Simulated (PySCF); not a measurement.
Method used: core-valence-separated Tamm–Dancoff BHandHLYP/aug-pcX-1 (pcseg-1 on H) in PySCF, non-relativistic, gas phase, PBE0-D3(BJ)/def2-SVP geometry. Absolute energies from this functional tend to lie a few eV below measured edges; no shift was applied.

Main lines of an unknown, eV (oscillator strength): C K: 282.8 (0.053), 282.8 (0.068), 285.3 (0.021), 285.4 (0.009), 285.5 (0.007). Listed: the first five lines at most of each edge with a tenth or more of its strongest line's intensity; roots within 0.03 eV on the same or equivalent atoms are summed. Only the lowest roots were sought, and the top ones are left out.

Question: Which candidate gives them?
A. 2,3-dimethyl-1-butene, `C(C)(C(C)=C)C`
B. cis-3-hexene, `C(/CC)=C/CC`

Answer: A. 

- `C=C(C)C(C)C`: C K: 282.8 (0.053), 282.8 (0.068), 285.3 (0.021), 285.4 (0.009), 285.5 (0.007). First C line listed at 282.8 eV, hole on the terminal =CH2 carbon (1s→π*).
- `CC/C=C\CC`: C K: 282.8 (0.124), 285.3 (0.014), 285.5 (0.024), 285.6 (0.035), 286.0 (0.050). First C line listed at 282.8 eV, hole on the alkene CH carbon.

One conformer each; other structures than these candidates weren't tested.

The values belong to the conformer `[CH2:1]=[C:2]([CH3:3])[CH:4]([CH3:5])[CH3:6]`: C1–C2–C4–C5 112°.
